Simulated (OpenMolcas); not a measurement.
**How basis sets differ on SiH4O2 (SMILES O[SiH2]O)**

The species is SiH4O2 (7 atoms), meant as a singlet with charge 0. As SMILES, `O[SiH2]O`. Geometry: relaxed at GFN2-xTB. This is one conformer, not always the lowest.

```xyz
7

O    -1.3924   -0.0809    0.2665
Si    0.1235    0.4615    0.0233
O     1.1819   -0.7325   -0.3034
H    -1.8688   -0.5650   -0.4032
H     0.2503    1.2624   -1.1826
H     0.3789    1.1100    1.2983
H     1.3267   -1.4555    0.3010
```

Quantity: the dipole moment, in D. The values are calculated.

| level | kind | program | value (D) | CPU time |
| --- | --- | --- | --- | --- |
| HF/3-21G | Hartree–Fock | OpenMolcas | 1.23 | 1.7 s |
| HF/def2-SVP | Hartree–Fock | OpenMolcas | 1.28 | 3.3 s |
| HF/def2-TZVP | Hartree–Fock | OpenMolcas | 1.23 | 20 s |
| HF/cc-pVTZ | Hartree–Fock | OpenMolcas | 1.21 | 36 s |

The values span 1.21 to 1.28 D. Sets without polarisation functions give poor dipoles. CPU times are rough (shared hosts, several kinds of processor): they show what a rung costs within a factor of a few.
